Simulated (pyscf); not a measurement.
Single points on ωB97X-D3(BJ)/def2-SVP structures (PySCF, gas phase). Correlated levels are frozen-core, on RHF or UHF. ΔMP2 is the change of the MP2 total energy from the triple- to the quadruple-zeta basis.

HO–BH–Cl -> HB=O + HCl
Surface: singlet. Broken: B–Cl, H–O. Formed: Cl–H. Give ΔE‡ and ΔE from CCSD(T)/def2-TZVPP + ΔMP2(QZVPP), relative to the reactant's lowest minimum found.

ΔE‡ = 2.24 eV, ΔE = +1.46 eV. Zero-point energy shifts the barrier by -0.21 eV. It is an elimination, with an imaginary mode of 1357i cm⁻¹. On the product side the descent ends in a complex (not fully relaxed), 0.19 eV under the separated species and 0.85 eV under the saddle at ωB97X-D3(BJ)/def2-TZVP. One saddle was located; it need not be the lowest between these sides. The CCSD(T) − MP2 part came from Ansatz, without density fitting, on the same reference.
